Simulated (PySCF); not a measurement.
## Spin-rotation constants: `InChI=1S/C3H5FO/c1-3(4)2-5/h2,5H,1H3/p-1/b3-2-`, charge -1

Geometry (Å), atoms numbered from 1 in this order:
```xyz
9

C    -1.1500    0.0265    0.0079
C     0.2935    0.4035    0.1221
F     0.4343    1.7459    0.5461
C     1.3728   -0.3777   -0.1247
O     2.6076   -0.1538   -0.0554
H    -1.6808    0.6551   -0.7199
H    -1.6756    0.1279    0.9671
H    -1.2252   -1.0101   -0.3160
H     1.0369   -1.4111   -0.4523
```

Total charge -1.

Computed with GIAO KT1/ANO-RCC-VDZP magnetisability, rotational g tensor and spin-rotation constants, non-relativistic, gas phase (PySCF 2.14.0). Geometry: GFN2-xTB.

For an ion the centre-of-mass motion in the field is neglected. The highest occupied orbital is unbound at this level, so the values depend on the basis.

Give the nuclear spin-rotation constants along the inertial axes (H = +C I·J) beside the isotropic shieldings.

Rotational constants 9.2778, 3.8624, 2.7742 GHz. A star marks the isotopologue with that one atom substituted, in its own axes.
| atom | isotope | Caa (kHz) | Cbb (kHz) | Ccc (kHz) | mean (kHz) | σ (ppm) |
| --- | --- | --- | --- | --- | --- | --- |
| F3 | 19F | 4.853 | 3.734 | 1.054 | 3.214 | 368.3 |
| H6 | 1H | -0.458 | -0.257 | -0.018 | -0.245 | 29.5 |
| H7 | 1H | -0.460 | -0.257 | -0.019 | -0.245 | 29.5 |
| H8 | 1H | -0.852 | 0.235 | -0.277 | -0.298 | 29.7 |
| H9 | 1H | -0.617 | 0.410 | -0.127 | -0.112 | 23.9 |
| C1 | 13C* | 1.254 | 0.566 | 0.392 | 0.738 | 171.8 |
| C2 | 13C* | 3.607 | 1.065 | 0.713 | 1.795 | 64.9 |
| C4 | 13C* | 2.340 | 1.675 | 0.731 | 1.582 | 57.9 |
| O5 | 17O* | -3.878 | -1.093 | -0.138 | -1.703 | 95.4 |

For the geometry as given, no vibrational averaging.
